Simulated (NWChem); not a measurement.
Everything below was run with NWChem. System: C2H5, charge 0, spin multiplicity 2, at a geometry optimised with UB3LYP/def2-SVP. The structure started from a generated list of species. Its SCF solution wasn't tested for a lower state. Level: UHF/def2-TZVP.

Job file:

```
start mol
memory heap 200 mb stack 900 mb global 1100 mb
geometry units angstroms nocenter noautoz noautosym
  C      0.786718    -0.111259    -0.017825
  C     -0.685588     0.101544    -0.001895
  H      1.478943     0.705476     0.202420
  H      1.207495    -1.114605    -0.125421
  H     -1.125296    -0.099810     0.999128
  H     -0.958487     1.139104    -0.255640
  H     -1.209431    -0.571879    -0.702167
end
basis spherical
  * library def2-tzvp
end
scf
  uhf
  nopen 1
  maxiter 100
  thresh 1e-7
  semidirect memsize 60000000 filesize 0
  # guess.movecs holds the orbitals of an unrestricted PBE0 run
  vectors input guess.movecs output mol.movecs
end
task scf energy
```

Output (cleaned and shortened):

```
             Northwest Computational Chemistry Package (NWChem) 7.3.0
             --------------------------------------------------------

                                NWChem Input Module
                                -------------------

 Scaling coordinates for geometry "geometry" by  1.889725989
 (inverse scale =  0.529177249)

                             Geometry "geometry" -> ""
                             -------------------------

 Output coordinates in angstroms (scale by  1.889725989 to convert to a.u.)

  No.       Tag          Charge          X              Y              Z
 ---- ---------------- ---------- -------------- -------------- --------------
    1 C                    6.0000     0.78671800    -0.11125900    -0.01782500
    2 C                    6.0000    -0.68558800     0.10154400    -0.00189500
    3 H                    1.0000     1.47894300     0.70547600     0.20242000
    4 H                    1.0000     1.20749500    -1.11460500    -0.12542100
    5 H                    1.0000    -1.12529600    -0.09981000     0.99912800
    6 H                    1.0000    -0.95848700     1.13910400    -0.25564000
    7 H                    1.0000    -1.20943100    -0.57187900    -0.70216700

 Effective nuclear repulsion energy (a.u.)      36.7605030767

            Nuclear Dipole moment (a.u.)
            ----------------------------
        X                 Y               Z
 ---------------- ---------------- ----------------
     0.0000075589    -0.0000075589     0.0000000000


 Summary of "ao basis" -> "" (spherical)
 ------------------------------------------------------------------------------
       Tag                 Description            Shells   Functions and Types
 ---------------- ------------------------------  ------  ---------------------
 *                         def2-tzvp                  on all atoms

 Summary of "ao basis" -> "ao basis" (spherical)
 ------------------------------------------------------------------------------
       Tag                 Description            Shells   Functions and Types
 ---------------- ------------------------------  ------  ---------------------
 C                         def2-tzvp                11       31   5s3p2d1f
 H                         def2-tzvp                 4        6   3s1p

                                 NWChem SCF Module
                                 -----------------

  ao basis        = "ao basis"
  functions       =    92
  atoms           =     7
  alpha electrons =     9
  beta  electrons =     8
  charge          =   0.00
  wavefunction    = UHF
  use symmetry    = F
  symmetry adapt  = F

 Summary of "ao basis" -> "ao basis" (spherical)
 ------------------------------------------------------------------------------
       Tag                 Description            Shells   Functions and Types
 ---------------- ------------------------------  ------  ---------------------
 C                         def2-tzvp                11       31   5s3p2d1f
 H                         def2-tzvp                 4        6   3s1p

 Forming initial guess at       0.0s

 Starting SCF solution at       0.0s

 ----------------------------------------------
         Quadratically convergent UHF

 Convergence threshold     :          1.000E-07
 Maximum no. of iterations :          100
 Integral*density screening:          1.000E-09
 ----------------------------------------------

              iter       energy          gnorm     gmax       time
             ----- ------------------- --------- --------- --------
[...]
    76      0.233688  5 H  s                 75      0.154838  5 H  s

 Vector    7  Occ=1.000000D+00  E=-5.309809D-01
              MO Center=  7.7D-02, -1.3D-02, -1.1D-03, r^2= 1.8D+00
   Bfn.  Coefficient  Atom+Function         Bfn.  Coefficient  Atom+Function
  ----- ------------  ---------------      ----- ------------  ---------------
    37     -0.286656  2 C  px                 6      0.278149  1 C  px
    40     -0.264574  2 C  px                 9      0.207759  1 C  px

 Vector    8  Occ=1.000000D+00  E=-4.956265D-01
              MO Center=  4.1D-02,  4.7D-02, -1.2D-01, r^2= 2.4D+00
   Bfn.  Coefficient  Atom+Function         Bfn.  Coefficient  Atom+Function
  ----- ------------  ---------------      ----- ------------  ---------------
    38      0.221665  2 C  py                 7     -0.195814  1 C  py
    41      0.193278  2 C  py                64     -0.185195  3 H  s
    70      0.183372  4 H  s                 82      0.178667  6 H  s
    88     -0.163188  7 H  s

 Vector    9  Occ=0.000000D+00  E= 1.274024D-01
              MO Center=  7.2D-01, -9.7D-02, -5.9D-02, r^2= 2.8D+00
   Bfn.  Coefficient  Atom+Function         Bfn.  Coefficient  Atom+Function
  ----- ------------  ---------------      ----- ------------  ---------------
    14      0.810104  1 C  pz                77     -0.439018  5 H  s
     8      0.259226  1 C  pz                89      0.156111  7 H  s

 Vector   10  Occ=0.000000D+00  E= 1.527666D-01
              MO Center= -9.7D-01,  1.3D-01,  3.0D-02, r^2= 6.4D+00
   Bfn.  Coefficient  Atom+Function         Bfn.  Coefficient  Atom+Function
  ----- ------------  ---------------      ----- ------------  ---------------
    36      6.912690  2 C  s                 77     -2.155519  5 H  s
    83     -2.152340  6 H  s                 89     -2.152249  7 H  s
    12      1.185971  1 C  px                 5     -1.131130  1 C  s
    35     -0.739004  2 C  s                 71     -0.675579  4 H  s
    65     -0.639708  3 H  s                 34      0.289272  2 C  s

 Vector   11  Occ=0.000000D+00  E= 1.960368D-01
              MO Center=  1.1D+00, -1.4D-01,  5.6D-02, r^2= 6.7D+00
   Bfn.  Coefficient  Atom+Function         Bfn.  Coefficient  Atom+Function
  ----- ------------  ---------------      ----- ------------  ---------------
     5      4.974473  1 C  s                 36     -3.597409  2 C  s
    65     -2.111910  3 H  s                 71     -2.040304  4 H  s
    43     -0.979081  2 C  px                77      0.898015  5 H  s
    89      0.625995  7 H  s                 83      0.474478  6 H  s
     9     -0.382727  1 C  px                 4      0.359101  1 C  s

 center of mass
 --------------
 x =   0.03917759 y =  -0.00376381 z =  -0.00763944

 moments of inertia (a.u.)
 ------------------
          18.935680755254           8.854653289254           0.112398697575
           8.854653289254          78.686421765413          -1.131235539279
           0.112398697575          -1.131235539279          85.985024511838

  Mulliken analysis of the total density
  --------------------------------------

    Atom       Charge   Shell Charges
 -----------   ------   -------------------------------------------------------
    1 C    6     6.28   0.85  1.12  0.49  0.67  0.15  1.20  1.32  0.41  0.02  0.04  0.01
    2 C    6     6.27   0.85  1.12  0.47  0.67  0.06  1.25  1.41  0.36  0.02  0.06  0.00
    3 H    1     0.88   0.26  0.49  0.10  0.02
    4 H    1     0.88   0.26  0.49  0.10  0.02
    5 H    1     0.90   0.26  0.49  0.12  0.02
    6 H    1     0.90   0.26  0.49  0.12  0.02
    7 H    1     0.90   0.26  0.49  0.12  0.02

  Mulliken analysis of the alpha density
  --------------------------------------

    Atom       Charge   Shell Charges
 -----------   ------   -------------------------------------------------------
    1 C    6     3.76   0.43  0.56  0.26  0.36  0.10  0.79  0.92  0.31  0.01  0.02  0.00
    2 C    6     3.05   0.43  0.56  0.23  0.32  0.02  0.60  0.67  0.16  0.01  0.04  0.00
    3 H    1     0.40   0.12  0.22  0.04  0.01
    4 H    1     0.40   0.12  0.22  0.04  0.01
    5 H    1     0.48   0.14  0.27  0.07  0.01
    6 H    1     0.46   0.13  0.25  0.06  0.01
    7 H    1     0.46   0.13  0.25  0.06  0.01

   Mulliken analysis of the beta density
   -------------------------------------

    Atom       Charge   Shell Charges
 -----------   ------   -------------------------------------------------------
    1 C    6     2.52   0.43  0.56  0.22  0.31  0.05  0.41  0.41  0.10  0.01  0.02  0.00
    2 C    6     3.22   0.43  0.56  0.24  0.35  0.04  0.64  0.74  0.20  0.01  0.02  0.00
    3 H    1     0.48   0.14  0.27  0.06  0.01
    4 H    1     0.48   0.14  0.27  0.06  0.01
    5 H    1     0.41   0.12  0.23  0.05  0.01
    6 H    1     0.44   0.13  0.24  0.06  0.01
    7 H    1     0.44   0.13  0.24  0.06  0.01

   Mulliken analysis of the spin density
   -------------------------------------

    Atom       Charge   Shell Charges
 -----------   ------   -------------------------------------------------------
    1 C    6     1.24   0.00 -0.00  0.04  0.05  0.05  0.38  0.51  0.22 -0.00  0.00 -0.00
    2 C    6    -0.18  -0.00  0.00 -0.01 -0.03 -0.01 -0.04 -0.07 -0.04  0.00  0.02  0.00
    3 H    1    -0.09  -0.02 -0.05 -0.02  0.01
    4 H    1    -0.09  -0.02 -0.05 -0.02  0.01
    5 H    1     0.07   0.02  0.04  0.01 -0.00
    6 H    1     0.02   0.00  0.01  0.00 -0.00
    7 H    1     0.03   0.01  0.01  0.00 -0.00

       Multipole analysis of the density wrt the origin
       ------------------------------------------------

     L   x y z        total         alpha         beta         nuclear
     -   - - -        -----         -----         ----         -------
     0   0 0 0     -0.000000     -9.000000     -8.000000     17.000000

     1   1 0 0     -0.063347     -0.695142      0.631788      0.000008
     1   0 1 0      0.002173      0.098697     -0.096516     -0.000008
     1   0 0 1      0.038477      0.051810     -0.013333      0.000000

     2   2 0 0    -10.800665    -31.716419    -28.460513     49.376267
     2   1 1 0      0.064267      2.899467      2.640150     -5.475350
     2   1 0 1      0.150513      0.264893     -0.262627      0.148247
     2   0 2 0    -10.230047    -11.667071    -11.100070     12.537095
     2   0 1 1      0.195993     -0.291754     -0.597760      1.085507
     2   0 0 2    -11.395006     -9.877862     -7.285410      5.768266

 Task  times  cpu:        2.4s     wall:        2.4s

 Total times  cpu:        2.4s     wall:        2.4s
```
